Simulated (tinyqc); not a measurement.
Ways to converge the cycle: SCF convergence aids in the sto-3g basis, for H2F+, spin multiplicity 1. Computed by the program tinyqc with PySCF. Command: `OMP_NUM_THREADS=1 python tinyqc.py 114664 114665 out.jsonl`; one thread of a shared host (Intel(R) Xeon(R) Processor @ 2.60GHz), about 0.5 s.

Geometry (angstrom):
```
atom       x        y       z
F     0.0000   0.0000  0.0000
H     0.0000   0.7310  0.6070
H     0.0000  -0.7310  0.6070
```

lowest restricted solution found by these runs and by PySCF = -98.858441 hartree

RHF with one setting changed at a time; a run stops when the energy changes by less than 1e-09 hartree and the error matrix is below 1e-5. The start is the Wolfsberg-Helmholz matrix. Damping d keeps d of the old density; a shift (hartree) raises the virtual levels; DIIS n extrapolates F over n matrices.

Largest element of the error matrix X^T (FDS - SDF) X:
```
iteration    plain  damping 0.3  damping 0.6  shift 0.4   DIIS 3   DIIS 8
1          5.0e-01      5.0e-01      5.0e-01    5.0e-01  5.0e-01  5.0e-01
2          1.1e-01      1.8e-01      3.1e-01    1.6e-01  1.1e-01  1.1e-01
3          3.1e-02      9.4e-02      2.0e-01    6.8e-02  2.0e-02  2.0e-02
4          7.8e-03      4.7e-02      1.3e-01    2.8e-02  3.6e-03  3.6e-03
5          2.5e-03      2.3e-02      9.7e-02    1.2e-02  1.0e-03  1.1e-03
6          8.8e-04      1.1e-02      6.9e-02    5.8e-03  8.2e-05  3.2e-06
8          1.6e-04      2.6e-03      3.5e-02    1.5e-03  2.2e-06        -
10         2.9e-05      7.3e-04      1.7e-02    4.9e-04        -        -
14               -      7.5e-05      4.3e-03    5.0e-05        -        -
20               -            -      5.9e-04          -        -        -
30               -            -      3.0e-05          -        -        -
```

How each run ends:
```
run          iterations  E (hartree)         state
plain                12    -98.85844  lowest found
damping 0.3          19    -98.85844  lowest found
damping 0.6          40    -98.85844  lowest found
shift 0.4            17    -98.85844  lowest found
DIIS 3                8    -98.85844  lowest found
DIIS 8                7    -98.85844  lowest found
```

6 of 6 runs reach the lowest restricted solution found, in 7 to 40 iterations (fastest: DIIS 8). Plain steps already contract here, so damping only slows them. DIIS 3 and DIIS 8 gain by cancelling the error over several earlier matrices, much as a quasi-Newton step does.
